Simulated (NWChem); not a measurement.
fluorine (F2); SMILES FF

```xyz
2

F      0.0000     0.0000     0.6878
F      0.0000     0.0000    -0.6878
```
Atoms are numbered in this order, from 1.

Results from NWChem. Geometry: optimised at PBE0-D3(BJ)/def2-TZVP. Hartree-Fock couplings suffer from near triplet instabilities. Isotropic indirect couplings, all four terms, static geometry, non-relativistic.

What does the run give for Hartree-Fock/pcJ-1? Quantities: J(19F atom 1, 19F atom 2) (Hz).


```json
{
 "J(19F atom 1, 19F atom 2) (Hz)": "5715.9"
}
```
